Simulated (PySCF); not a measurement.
1-chlorobutadiene, C4H5Cl

Cartesian coordinates in Å; atom numbers follow the order of the lines, from 1:
```xyz
10

C    -1.409   -1.214    0.391
C    -0.234   -0.739   -0.021
C     0.180    0.636    0.142
C     1.361    1.081   -0.280
Cl    1.874    2.707   -0.098
H    -1.679   -2.253    0.248
H    -2.135   -0.576    0.882
H     0.471   -1.407   -0.510
H    -0.507    1.322    0.629
H     2.091    0.450   -0.772
```

The calculation used PySCF 2.14.0, TDDFT CAM-B3LYP/def2-TZVPD excited states, vertical, gas phase. Geometry: PBE0-D3(BJ)/def2-TZVP.

Question: How strongly do the lowest singlets absorb one photon, and two photons of half the energy?

Answer: δ for parallel linear polarisation; σ at the peak of a Lorentzian of half width 0.1 eV, single beam; Ω is circular over linear.
```tsv
state	E (eV)	f	photon λ (nm)	δ (au)	σ (GM)	Ω	main
S1	5.55	0.780	447	96.8	1.09	0.59	HOMO→LUMO 0.97
S2	6.22	0.002	399	19.9	0.28	1.50	HOMO→LUMO+1 0.55, HOMO→LUMO+2 0.22
S3	6.43	0.001	385	1.2	0.02	1.50	HOMO→LUMO+3 0.41, HOMO→LUMO+4 0.28
S4	6.52	0.013	380	5.8	0.09	1.50	HOMO→LUMO+2 0.37, HOMO→LUMO+3 0.25
S5	6.78	0.007	366	128	2.15	1.50	HOMO→LUMO+4 0.39, HOMO→LUMO+2 0.26
S6	6.90	0.000	359	<0.1	0.00	–	HOMO−1→LUMO 0.92
```

Among these, the strongest one-photon state is S1, the strongest two-photon state S5, with a dipole change of 1.7 D (relaxed, norm of the difference vector).
